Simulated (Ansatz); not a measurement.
## 3C-SiC, zone-centre LO phonon frequency

Reference value: 972 cm⁻¹ (measured, temperature not stated, not corrected to a static lattice; as tabulated in Wang et al. (1996), arXiv:mtrl-th/9510002).

Q: What do LDA, PBE, r²SCAN give, and how far is each from the reference?

A: 
| level (code) | value (cm⁻¹) | cell (Å³/atom) | difference (%) |
|---|---|---|---|
| LDA (Ansatz) | 973 | 10.14 | +0.1 |
| PBE (Ansatz) | 944 | 10.50 | -2.9 |
| r²SCAN (Ansatz) | 979 | 10.33 | +0.7 |

Any of these levels can be the nearest once the reference is moved by up to 3.0 % (a margin picked here for doubts on the reference and the settings, and for temperature and zero-point motion) and values within 0.7 % count as equal. Within 10 %: LDA, PBE, r²SCAN.

The reference isn't brought to a static lattice, while the calculations are for one, so the differences are not the levels' errors alone.  Each level is taken at its own relaxed cell. Cutoffs differ between the levels. Ansatz's density-functional and Hartree–Fock values are scalar-relativistic unless marked +SOC, with PAW data made under PBE.

Differences are worked out from the printed values.

Ansatz is a program for electronic structure.
